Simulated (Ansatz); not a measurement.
Geometry optimisation, RKS PBE-D4/6-31G* (Ansatz).

input.yaml

```yaml
crystal:
  periodic: [false, false, false]
  atoms:
    - { symbol: Si, position_ang: [0.0, 0.0, 0.0] }
    - { symbol: H, position_ang: [0.0, 0.0, 1.46] }
    - { symbol: Si, position_ang: [2.0935, 0.0, -0.7393] }
    - { symbol: H, position_ang: [2.5508, -1.3762, -0.9079] }
    - { symbol: H, position_ang: [2.1573, 0.6939, -2.0222] }
    - { symbol: H, position_ang: [2.951, 0.6823, 0.2255] }
    - { symbol: H, position_ang: [-0.6877, 1.1914, -0.4862] }
    - { symbol: H, position_ang: [-0.6877, -1.1914, -0.4862] }
basis:
  gaussian: { orbitals: "6-31G*" }
hamiltonian:
  xc: pbe
  dispersion: d4
relax:
  f_tol: 0.02
  max_steps: 40
```

Launched with:

```bash
$ ansatz run input.yaml --threads 1 --pin off --max-ram 2048MiB --backend cpu --events-out ev --progress --plain --runs-dir out
```

Q: Where does it end, and by what steps?

A: It converged. The force dipped under the threshold on the way, but the program's further checks kept it going. After 9 steps the energy has fallen by 0.244 eV; H2 moved furthest, 0.38 Å.

| step | energy less start (eV) | largest force component (eV/Å) | accepted |
| --- | --- | --- | --- |
| 0 | 0.0000 | 0.797 | yes |
| 1 | -0.2117 | 0.211 | yes |
| 2 | -0.2259 | 0.024 | yes |
| 3 | -0.2352 | 0.012 | yes |
| 4 | -0.2336 | 0.223 | no |
| 5 | -0.2403 | 0.062 | yes |
| 6 | -0.2415 | 0.100 | yes |
| 7 | -0.2431 | 0.043 | yes |
| 8 | -0.2437 | 0.002 | yes |
| 9 | -0.2438 | 0.013 | yes |

```xyz
8
Properties=species:S:1:pos:R:3
Si -0.059 0.000 0.022
H -0.108 -0.359 1.479
Si 2.154 0.000 -0.761
H 2.771 -1.360 -0.605
H 2.203 0.374 -2.214
H 2.987 0.986 0.007
H -0.681 1.356 -0.149
H -0.889 -0.996 -0.736
```

Whether the end is a true minimum wasn't checked by a vibrational analysis.

The run took 6.3 s on 1 thread of AMD EPYC 9R45 96-Core Processor (Zen 5), with other jobs on the host, peak memory 0.12 GiB.
